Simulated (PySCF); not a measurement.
Computed with M06-2X/def2-TZVP // B3LYP-D3(BJ)/def2-TZVP run with PySCF. Isolated molecules, 0 K electronic values unless said otherwise. One relaxed conformer stands for a flexible species; it need not be the lowest. Delta-SCF ions had no search for a lower state. Excitations are Tamm–Dancoff values on a coarser integration grid. The basis has no diffuse functions, so Rydberg states are missing or too high.

Reference species (SMILES): `COC=O` (C–O–C–O torsion 0°) (neutral, multiplicity 1).

```
Item                                            Value
-------------------------------------------  --------
brightest of the four lowest singlets (TDA)   8.51 eV
vertical ionisation energy (Delta-SCF)       11.17 eV
```

Changed species: `O=CC1CC1` (O–C–C–C torsion 147°) (X = cyclopropyl; the reference has X = methoxy).

Q: Give the shifts of the brightest of the four lowest singlets (TDA) and vertical ionisation energy (Delta-SCF).

A: the brightest of the four lowest singlets (TDA) decreases by 0.88 eV, to 7.63 eV; the vertical ionisation energy (Delta-SCF) decreases by 1.27 eV, to 9.90 eV.
